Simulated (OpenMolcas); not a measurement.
**B2H5F (diborane mono F): CCSD/ANO-L-VDZP (electric field -0.005 a.u., field axis x)**

What is the energy change on altering one bond length of B2H5F (diborane mono F) at CCSD/ANO-L-VDZP (electric field -0.005 a.u., field axis x)? 

Program for the calculation: OpenMolcas 26.06.

7 further runs of the same task are left out: 1 that didn't finish, 6 set aside as unsound or not needed.

**1. The molecule**

B2H5F: 8 atoms, total charge 0, spin state singlet. The coordinates come from a GFN2-xTB relaxation.

Bond lengths: B1–F2 1.338 Å, B1–B5 1.826 Å, B1–H3 1.176 Å, H4–B5 1.301 Å, B5–H6 1.171 Å, B5–H7 1.171 Å, B5–H8 1.304 Å. Some angles: F2–B1–B5 119.3°, F2–B1–H3 116.1°, H3–B1–B5 124.6°, B1–B5–H4 48.0°, B1–B5–H6 121.4°, B1–B5–H7 119.5°, B1–B5–H8 47.8°, H4–B5–H6 110.9°, H4–B5–H7 109.0°, H4–B5–H8 95.7°.

**2. The energy at CCSD/ANO-L-VDZP (electric field -0.005 a.u., field axis x)**

struct.xyz

```xyz
8

B     -0.132740     0.873720    -0.200550
F     -0.261260     1.211590    -1.488750
H     -0.202250     1.754750     0.574700
H      0.963800     0.091750    -0.022450
B      0.136330    -0.877150     0.242810
H      0.194480    -1.712330    -0.575730
H      0.248600    -1.176790     1.369710
H     -0.946950    -0.165540     0.100260
```

calc.input

```
&gateway
 coord
 struct.xyz
 basis
 ANO-L-VDZP
 group
 NoSym

&seward

&ffpt
 dipole
 X 0.005

&scf
 prorbitals
 1 1

&rasscf
 fileorb
 $Project.ScfOrb
 spin
 1
 nactel
 0 0 0
 inactive
 12
 ras2
 0
 outorbitals
 Canonical
 orblisting
 Nothing

&motra
 jobiph
 frozen
 3

&ccsdt
 ccsd
 iterations
 50
 extrapolation
 5 4
```

Run with:

```console
export MOLCAS_MEM=1860
pymolcas calc.input > calc.log
```

The log of the run, cut to the lines that bear on the results:

```text
--- Start Module: gateway ---
[...]
--- Stop Module: gateway /rc=_RC_ALL_IS_WELL_ ---
[...]
      Basis functions           67
[...]
       Convergence after  10 Iterations
[...]
::    Total SCF energy                               -151.7701558188
[...]
      Total spin, S                                     0.0000000000
[...]
      Number of active orbitals                  0
[...]
      Spin quantum number                      0.0
[...]
      Active orbitals                            0
[...]
      Number of CSFs                             1
[...]
      Number of root(s) required                 1
[...]
      Convergence after  4 iterations
[...]
      Natural orbitals and occupation numbers for root  1
      ************************************************************************************************************************
      *                                                    Final results                                                     *
      ************************************************************************************************************************
[...]
::    RASSCF root number  1 Total energy:   -151.77015582
[...]
      Total electronic charge=   24.000000
      Total            charge=   -0.000000
[...]
      Dipole Moment (debye):
      Origin of the operator (angstrom)=   -0.1013    0.4725   -0.5724
                   X= -1.7890E-01               Y= -3.1806E-01               Z=  1.2607E+00           Total=  1.3125E+00
      Quadrupole Moment (debye*angstrom):
[...]
--- Start Module: motra ---
[...]
      *** WARNING: Default frozen orbitals is overwritten by user input.
      *** Default values:   3
[...]
--- Stop Module: motra /rc=_RC_ALL_IS_WELL_ ---
--- Start Module: ccsdt ---
[...]
      Convergence after                    13  Iterations
      Total energy (diff) :    -152.20127955       0.00000003
[...]
--- Stop Module: ccsdt /rc=_RC_ALL_IS_WELL_ ---
[...]
```

It took 14 s on 1 thread of Intel Xeon at 2.80GHz (Skylake/Cascade Lake), shared host; peak memory 0.41 GiB.

**3. The distorted shape, same level**

struct.xyz

```xyz
8

B     -0.160806     0.948627    -0.482264
F     -0.289326     1.286497    -1.770464
H     -0.230316     1.829657     0.292986
H      0.935734     0.166657    -0.304164
B      0.108264    -0.802243    -0.038904
H      0.166414    -1.637423    -0.857444
H      0.248600    -1.176790     1.369710
H     -0.975016    -0.090633    -0.181454
```

calc.inp

```
&GATEWAY
  Coord
  struct.xyz
  Basis
  ANO-L-VDZP
  Group
  NoSym

&SEWARD

&FFPT
  Dipole
  X 0.005

&SCF
  PrOrbitals
  1 1

&RASSCF
  FileOrb
  $Project.ScfOrb
  Spin
  1
  Nactel
  0 0 0
  Inactive
  12
  Ras2
  0
  OutOrbitals
  Canonical
  OrbListing
  Nothing

&MOTRA
  JobIph
  Frozen
  3

&CCSDT
  CCSD
  Iterations
  50
  Extrapolation
  5 4
```

Run with:

```console
export MOLCAS_MEM=1860
pymolcas calc.inp > calc.log
```

The log of the run, cut to the lines that bear on the results:

```text
--- Start Module: gateway ---
[...]
--- Stop Module: gateway /rc=_RC_ALL_IS_WELL_ ---
[...]
      Basis functions           67
[...]
       Convergence after  10 Iterations
[...]
::    Total SCF energy                               -151.7460434485
[...]
      Total spin, S                                     0.0000000000
[...]
      Number of active orbitals                  0
[...]
      Spin quantum number                      0.0
[...]
      Active orbitals                            0
[...]
      Number of CSFs                             1
[...]
      Number of root(s) required                 1
[...]
      Convergence after  4 iterations
[...]
      Natural orbitals and occupation numbers for root  1
      ************************************************************************************************************************
      *                                                    Final results                                                     *
      ************************************************************************************************************************
[...]
::    RASSCF root number  1 Total energy:   -151.74604345
[...]
      Total electronic charge=   24.000000
      Total            charge=   -0.000000
[...]
      Dipole Moment (debye):
      Origin of the operator (angstrom)=   -0.1287    0.5458   -0.8479
                   X= -2.4206E-01               Y= -1.4159E-01               Z=  8.2196E-01           Total=  8.6848E-01
      Quadrupole Moment (debye*angstrom):
[...]
--- Start Module: motra ---
[...]
      *** WARNING: Default frozen orbitals is overwritten by user input.
      *** Default values:   3
[...]
--- Stop Module: motra /rc=_RC_ALL_IS_WELL_ ---
--- Start Module: ccsdt ---
[...]
      Convergence after                    14  Iterations
      Total energy (diff) :    -152.18030673      -0.00000002
[...]
--- Stop Module: ccsdt /rc=_RC_ALL_IS_WELL_ ---
[...]
```

It took 15 s on 1 thread of Intel Xeon at 2.80GHz (Skylake/Cascade Lake), shared host; peak memory 0.41 GiB.

**4. Summary of results**

At CCSD/ANO-L-VDZP (electric field -0.005 a.u., field axis x), 3 core orbitals frozen:

| quantity | value |
| --- | --- |
| first shape: total energy | -152.20128 Eh |
| first shape: dipole moment (mean-field density) | 1.31 D |
| first shape: HOMO–LUMO gap (Hartree–Fock orbitals) | 15.27 eV |
| first shape: correlation energy (3 core orbitals frozen) | -431.1 mEh |
| distorted shape: total energy | -152.18031 Eh |
| distorted shape: dipole moment (mean-field density) | 0.87 D |
| distorted shape: HOMO–LUMO gap (Hartree–Fock orbitals) | 14.25 eV |
| distorted shape: correlation energy (3 core orbitals frozen) | -434.3 mEh |
| energy change with the B5–H7 bond stretched from 1.171 to 1.464 Å | 0.571 eV |

In words: With the B5–H7 bond stretched from 1.171 to 1.464 Å the energy rises by 0.57 eV (55.1 kJ/mol). The first shape isn't relaxed at this level, so the change isn't measured from a minimum. Mulliken charges (first shape) of the mean-field density run from -0.55 on B5 to +0.23 on H8. Mulliken charges (distorted shape) of the mean-field density run from -0.47 on B5 to +0.26 on H8; they depend strongly on the basis.
